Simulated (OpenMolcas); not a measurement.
# One shape, several levels: SF4 (sulfur tetrafluoride)

Wanted: a comparison of 6 runs (HF/STO-3G, HF/6-311+G**, B3LYP/6-311+G**, BLYP/6-311+G**, PBE/6-311+G**, MP2/6-311+G**) of SF4 (sulfur tetrafluoride). 

The calculation is run with OpenMolcas 26.06.

### Step 1. The structure to begin with

SF4: 5 atoms, total charge 0, spin state singlet. As SMILES, `FS(F)(F)F`. The shape is that of a PBE0-D4/def2-TZVP optimisation.

Bond lengths: F1–S2 1.553 Å, S2–F3 1.649 Å, S2–F4 1.649 Å, S2–F5 1.553 Å. Angles: F1–S2–F3 87.6°, F1–S2–F4 87.6°, F1–S2–F5 101.3°, F3–S2–F4 172.5°, F3–S2–F5 87.6°, F4–S2–F5 87.6°.

### Step 2. Energy and forces at HF/STO-3G (run 1)

job.inp

```
&GATEWAY
 BasLib=$CurrDir
 Coord
 5
 angstrom
 F       -0.561200      -0.228000       1.172800
 S        0.064000      -0.357400      -0.243000
 F        1.536700      -0.462000       0.491400
 F       -1.440100      -0.077300      -0.858200
 F        0.400600       1.124600      -0.563100
 Basis=STO-3G
 Group=NoSym

&SEWARD

&SCF
 Thresholds=1e-10 1e-07 1e-07 1e-05
 PrOrbitals=1 2

&ALASKA
```

The basis set STO-3G is read from a file made from the Basis Set Exchange's data (not shown).

Command:

```
$ export MOLCAS_MEM=1860
$ pymolcas job.inp > job.log
```

What it wrote:

```text
--- Start Module: gateway ---
[...]
--- Stop Module: gateway /rc=_RC_ALL_IS_WELL_ ---
[...]
      Basis functions           29
[...]
--- Start Module: scf ---
[...]
       Convergence after  12 Iterations
[...]
::    Total SCF energy                               -785.0048871552
[...]
      Total spin, S                                     0.0000000000
[...]
      Total electronic charge=   52.000000
      Total            charge=   -0.000000
[...]
      Dipole Moment (debye):
      Origin of the operator (angstrom)=    0.0077   -0.0430   -0.0292
                   X=  9.5829E-02               Y= -5.3411E-01               Z= -3.6280E-01           Total=  6.5275E-01
      Quadrupole Moment (debye*angstrom):
[...]
--- Stop Module: scf /rc=_RC_ALL_IS_WELL_ ---
--- Start Module: alaska ---
[...]
 *              Molecular gradients               *
 **************************************************
  Irreducible representation: a
 ------------------------------------------------------------------------------------------
                              X                       Y                       Z
 ------------------------------------------------------------------------------------------
  F1                3.97808645766293E-02    3.54487918104129E-03   -8.67441913817615E-02
  S2               -2.40125725957139E-02    1.34286959193922E-01    9.13240817559853E-02
  F3               -2.58923203187749E-02   -2.13483205329963E-02   -3.09853017555337E-02
  F4                3.49259512581774E-02   -2.91989838114971E-02   -3.40664067274155E-03
  F5               -2.48019229202612E-02   -8.72845340304487E-02    2.98120520540746E-02
 ------------------------------------------------------------------------------------------
--- Stop Module: alaska /rc=_RC_ALL_IS_WELL_ ---
[...]
```

Run time: 1.4 s. Hardware: 1 thread of Intel Xeon 6975P-C (Granite Rapids), shared host; peak memory 0.37 GiB.

### Step 3. Energy and forces at HF/6-311+G(d,p) (run 2)

run.input

```
* F4S Hartree-Fock
&GATEWAY
BasLib=$CurrDir
Coord
5
angstrom
F       -0.561200      -0.228000       1.172800
S        0.064000      -0.357400      -0.243000
F        1.536700      -0.462000       0.491400
F       -1.440100      -0.077300      -0.858200
F        0.400600       1.124600      -0.563100
Basis=6-311pGss
Group=NoSym
&SEWARD
&SCF
Thresholds=1e-10 1e-07 1e-07 1e-05
PrOrbitals=1 2
&ALASKA
```

The basis set 6-311+G** is read from a file made from the Basis Set Exchange's data (not shown).

Command:

```
$ export MOLCAS_MEM=1860
$ pymolcas run.input > run.log
```

What it wrote:

```text
--- Start Module: gateway ---
[...]
--- Stop Module: gateway /rc=_RC_ALL_IS_WELL_ ---
[...]
      Basis functions          118
[...]
--- Start Module: scf ---
[...]
       Convergence after  16 Iterations
[...]
::    Total SCF energy                               -795.2633080705
[...]
      Total spin, S                                     0.0000000000
[...]
      Total electronic charge=   52.000000
      Total            charge=   -0.000000
[...]
      Dipole Moment (debye):
      Origin of the operator (angstrom)=    0.0077   -0.0430   -0.0292
                   X=  1.6593E-01               Y= -9.2499E-01               Z= -6.2861E-01           Total=  1.1306E+00
      Quadrupole Moment (debye*angstrom):
[...]
--- Stop Module: scf /rc=_RC_ALL_IS_WELL_ ---
[...]
--- Start Module: alaska ---
[...]
 *              Molecular gradients               *
 **************************************************
  Irreducible representation: a
 ------------------------------------------------------------------------------------------
                              X                       Y                       Z
 ------------------------------------------------------------------------------------------
  F1               -6.61631887518510E-03    1.41694292395794E-03    1.49813548185698E-02
  S2                2.06004589205833E-03   -1.14200293654463E-02   -7.75046214229747E-03
  F3                5.23210505567917E-03   -3.45789722763268E-03    1.96250481818261E-04
  F4               -4.21124837589915E-03   -2.22949834687447E-03   -4.08075561854382E-03
  F5                3.53541630320553E-03    1.56904820160797E-02   -3.34638753950856E-03
 ------------------------------------------------------------------------------------------
--- Stop Module: alaska /rc=_RC_ALL_IS_WELL_ ---
[...]
```

It took 19 s on 1 thread of Intel Xeon 6975P-C (Granite Rapids), shared host; peak memory 0.73 GiB.

Run 3 isn't shown in full; the table further down has it.

### Step 4. Energy and gradient at BLYP/6-311+G(d,p) (run 4)

struct.xyz

```xyz
5

F     -0.561200    -0.228000     1.172800
S      0.064000    -0.357400    -0.243000
F      1.536700    -0.462000     0.491400
F     -1.440100    -0.077300    -0.858200
F      0.400600     1.124600    -0.563100
```

run.inp

```
>>> EXPORT MOLCAS_PRINT=2

&GATEWAY
  BasLib=$CurrDir
  Coord=struct.xyz
  Basis=6-311pGss
  Group=NoSym

&SEWARD
  GridInput
  Grid=UltraFine
  End of Grid

&SCF
  KSDFT=BLYP
  Thresholds=1e-10 1e-07 1e-07 1e-05
  PrOrbitals=1

&ALASKA
```

The basis set 6-311+G** is read from a file made from the Basis Set Exchange's data (not shown).

Command:

```
$ export MOLCAS_MEM=1860
$ pymolcas run.inp > run.log
```

What it wrote:

```text
--- Start Module: gateway ---
[...]
--- Stop Module: gateway /rc=_RC_ALL_IS_WELL_ ---
[...]
      Basis functions          118
[...]
--- Start Module: scf ---
[...]
       Convergence after  17 Iterations
[...]
::    Total KS-DFT energy                            -797.5934290537
[...]
      Total spin, S                                     0.0000000000
[...]
      Total electronic charge=   52.000000
      Total            charge=   -0.000000
[...]
      Dipole Moment (debye):
      Origin of the operator (angstrom)=    0.0077   -0.0430   -0.0292
                   X=  1.2596E-01               Y= -7.0191E-01               Z= -4.7698E-01           Total=  8.5793E-01
      Quadrupole Moment (debye*angstrom):
[...]
--- Stop Module: scf /rc=_RC_ALL_IS_WELL_ ---
[...]
--- Start Module: alaska ---
[...]
 *              Molecular gradients               *
 **************************************************
  Irreducible representation: a
 ------------------------------------------------------------------------------------------
                              X                       Y                       Z
 ------------------------------------------------------------------------------------------
  F1                2.23119914103957E-02   -2.88699301968720E-03   -5.00473465533169E-02
  S2               -9.47862904616059E-03    5.30283166513499E-02    3.60685555757456E-02
  F3               -4.16636257276650E-02    6.22722349169713E-03   -1.82373004755245E-02
  F4                4.13499169399643E-02   -4.49342327551217E-03    1.94028579409657E-02
  F5               -1.25196535765859E-02   -5.18751238478359E-02    1.28132335119657E-02
 ------------------------------------------------------------------------------------------
--- Stop Module: alaska /rc=_RC_ALL_IS_WELL_ ---
[...]
```

Run time: 34 s. Hardware: 1 thread of Intel Xeon 6975P-C (Granite Rapids), shared host; peak memory 0.74 GiB.

Run 5 isn't shown in full; the table further down has it.

### Step 5. The energy at MP2/6-311+G(d,p) (run 6)

job.input

```
>>> EXPORT MOLCAS_PRINT=2

&GATEWAY
 BASLIB=$CurrDir
 COORD
 5
 bohr
 F     -1.06051430    -0.43085756     2.21627080
 S      0.12094247    -0.67538812    -0.45920345
 F      2.90394214    -0.87305347     0.92861142
 F     -2.72139459    -0.14607583    -1.62176296
 F      0.75702429     2.12518600    -1.06410478
 BASIS=6-311pGss
 GROUP=NoSym

&SEWARD

&SCF
 THRESHOLDS=1e-10 1e-07 1e-07 1e-05
 PRORBITALS=1 2

&MBPT2
 FROZEN=9
```

The basis set 6-311+G** is read from a file made from the Basis Set Exchange's data (not shown).

Command:

```
$ export MOLCAS_MEM=1860
$ pymolcas job.input > job.log
```

What it wrote:

```text
--- Start Module: gateway ---
[...]
--- Stop Module: gateway /rc=_RC_ALL_IS_WELL_ ---
[...]
      Basis functions          118
[...]
--- Start Module: scf ---
[...]
       Convergence after  14 Iterations
[...]
::    Total SCF energy                               -795.2633080705
[...]
      Total spin, S                                     0.0000000000
[...]
      Total electronic charge=   52.000000
      Total            charge=   -0.000000
[...]
      Dipole Moment (debye):
      Origin of the operator (angstrom)=    0.0077   -0.0430   -0.0292
                   X=  1.6593E-01               Y= -9.2499E-01               Z= -6.2861E-01           Total=  1.1306E+00
      Quadrupole Moment (debye*angstrom):
[...]
--- Stop Module: scf /rc=_RC_ALL_IS_WELL_ ---
[...]
--- Start Module: mbpt2 ---
[...]
WARNING!
Default frozen orbitals as non valence orbitals is overwritten by user input.
Default values:   9
[...]
       Reference weight ( Cref**2 )         =        0.82057
::    Total MBPT2 energy                             -796.2560072844
[...]
      Total MBPT2 calculations                           0.64      0.77
--- Stop Module: mbpt2 /rc=_RC_ALL_IS_WELL_ ---
[...]
```

Wall time 15 s (1 thread of Intel Xeon 6975P-C (Granite Rapids), shared host); peak memory 0.73 GiB.

### Step 6. The series

| run | level | integration grid | task | energy (Eh) | dipole moment (D) of the reference | HOMO energy (eV) | LUMO energy (eV) | wall time |
| --- | --- | --- | --- | --- | --- | --- | --- | --- |
| 1 | HF/STO-3G | – | gradient | -785.004887 | 0.65 | -6.88 | 8.58 | 1.4 s |
| 2 | HF/6-311+G** | – | gradient | -795.263308 | 1.13 | -14.20 | 1.27 | 19 s |
| 3 | B3LYP/6-311+G** | UltraFine | gradient | -797.615446 | 0.94 | -10.02 | -2.72 | 32 s |
| 4 | BLYP/6-311+G** | UltraFine | gradient | -797.593429 | 0.86 | -8.53 | -3.30 | 34 s |
| 5 | PBE/6-311+G** | UltraFine | gradient | -797.080522 | 0.79 | -8.57 | -3.39 | 35 s |
| 6 | MP2/6-311+G** | – | energy | -796.256007 | 1.13 | -14.20 | 1.27 | 15 s |

### Step 7. Outcome

```
                                          quantity          value
                               run 6: total energy  -796.25601 Eh
         run 6: dipole moment (mean-field density)         1.13 D
        run 6: HOMO energy (Hartree–Fock orbitals)      -14.20 eV
        run 6: LUMO energy (Hartree–Fock orbitals)        1.27 eV
      run 6: HOMO–LUMO gap (Hartree–Fock orbitals)       15.47 eV
run 6: correlation energy (9 core orbitals frozen)     -992.7 mEh
```

What this shows: Over runs 1, 2, 3, 4, 5 the dipole moment (its size) runs from 0.65 D (HF/STO-3G) to 1.13 D (HF/6-311+G**). Over runs 1, 2, 3, 4, 5 the HOMO–LUMO gap runs from 5.19 eV (PBE/6-311+G**) to 15.47 eV (HF/6-311+G**). Exact exchange widens orbital gaps. Totals of different functionals can't be ranked against each other. In run 1 the basis is minimal, so the values are rough. All runs together took 2.3 min, the longest 35 s.
